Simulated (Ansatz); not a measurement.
C$_{3}$H$_{3}$F$_{3}$ (`C=CC(F)(F)F`), relaxed with RKS PBE0-D4/def2-TZVP in the Gaussian-basis code of Ansatz from a GFN2-xTB geometry. The force threshold is 0.005 eV/Å; the program also tests the step.

Total charge 0; spin multiplicity 1.

Start:

```xyz
9

C    -0.563   -1.130    0.605
C    -0.228    0.145    0.557
C     0.478    0.724   -0.635
F    -0.239    0.604   -1.767
F     0.737    2.030   -0.483
F     1.657    0.124   -0.877
H    -0.342   -1.803   -0.207
H    -1.070   -1.544    1.459
H    -0.430    0.851    1.347
```

(1) By how much does the energy fall, and how many steps does the optimiser take? (An estimate is asked.)

(2) Which bonds change most? (Estimate.)

(3) Give the relaxed structure. (An estimate is asked.)

Results:

(1) Ansatz gave: 2.18 kcal/mol, in 20 steps, 3 of them rejected.

(2) Ansatz gave: C3–F6 from 1.345 to 1.335 Å; C2–C3 from 1.501 to 1.492 Å; C1–H8 from 1.076 to 1.083 Å; C2–H9 from 1.079 to 1.084 Å.

(3) Computed: 
```xyz
9

C    -0.386   -1.142    0.727
C    -0.403    0.138    0.406
C     0.441    0.722   -0.677
F    -0.318    1.299   -1.621
F     1.249    1.679   -0.193
F     1.213   -0.183   -1.284
H     0.256   -1.846    0.211
H    -1.016   -1.525    1.521
H    -1.036    0.860    0.910
```
